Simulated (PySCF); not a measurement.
Species: C4H8NO (doublet state).
Z-matrix (Å and degrees, GFN2-xTB geometry), rows numbered from 1:
```
C 
C   1  1.5261
O   2  1.4134  1  111.68
C   3  1.3416  2  117.32  1   -79.02
C   4  1.3948  3  120.88  2   173.03
N   5  1.2933  4  126.90  3   178.98
H   1  1.0871  2  110.01  3   -57.70
H   1  1.0861  2  109.77  3  -177.75
H   1  1.0881  2  110.41  3    62.11
H   2  1.0981  1  110.18  3  -122.64
H   2  1.0929  1  110.37  3   116.84
H   4  1.0863  3  118.16  2    -8.38
H   5  1.0847  4  116.99  3    -1.28
H   6  1.0205  5  113.13  4    -0.40
```

The hyperfine couplings belong to this conformer and change with its torsions.

The species is `[H]/N=C\[CH]OCC` [radical].

Computed, not measured: PySCF, UKS B3LYP, pcH-1 on C H N O, non-relativistic, mean-field spin-orbit, GIAO. The structure is a single GFN2-xTB conformer in the gas phase; no vibrational or solvent corrections. Couplings are sensitive to structure, and on GFN2-xTB geometries they can be far from those on DFT ones. Stability of the SCF solution: not tested.

Task: What is the g tensor, term by term?

Result: 
| Δg (ppm) | 1 | 2 | 3 |
| --- | --- | --- | --- |
| relativistic mass correction | -219 | -219 | -219 |
| gauge correction | -14 | 50 | 41 |
| orbital Zeeman/spin–orbit | 7 | 2373 | 2876 |
| total | -226 | 2204 | 2697 |

So g = 2.00209, 2.00452, 2.00502 and g_iso = 2.00388; the tensor is rhombic: the two nearest values differ by 17 % of g3 − g1. Axes: g3 points within 7° of the C5–H13 bond.

Task: At 9.388 GHz, how far is the centre of the isotropic spectrum from where a free electron (g = 2.002319) resonates?

Result: B = hν/(g μB) with μB/h = 13.99624 MHz/mT gives 334.99 mT for the free electron and 334.73 mT at g_iso, 0.26 mT lower.

Task: What effective moment and Curie constant follow for a powder?

Result: With the mean of g² = 4.0155 and S(S+1) = 0.75: μ_eff = √(⟨g²⟩S(S+1)) = 1.735 μB and χT = 0.12505·⟨g²⟩·S(S+1) = 0.377 cm³ K/mol (cgs; spin-Hamiltonian part alone).

Task: In a frozen sample, at which fields do the three g values resonate at 9.5, 34, 94 and 263 GHz (hyperfine left aside), and which band first spreads them over more than twice a line width of 0.5 mT?

Result: 
| band | GHz | B(g3) mT | B(g2) mT | B(g1) mT | spread mT |
| --- | --- | --- | --- | --- | --- |
| X | 9.5 | 338.53 | 338.61 | 339.02 | 0.49 |
| Q | 34.0 | 1211.57 | 1211.87 | 1213.34 | 1.77 |
| W | 94.0 | 3349.64 | 3350.47 | 3354.53 | 4.89 |
| J | 263.0 | 9371.87 | 9374.18 | 9385.56 | 13.69 |

The spread grows in proportion to the frequency. Q band is the first where it exceeds 1.0 mT.

Largest spin populations (Mulliken): C4 (+0.62), N6 (+0.47), C5 (-0.18) and O3 (+0.13). The angles at C4 add up to 360.0°, so it is planar; its axial dipolar tensor and the negative coupling of its proton fit spin in a p orbital normal to that plane.

The HOMO–LUMO gaps are 6.17 eV among the α and 4.68 eV among the β orbitals.
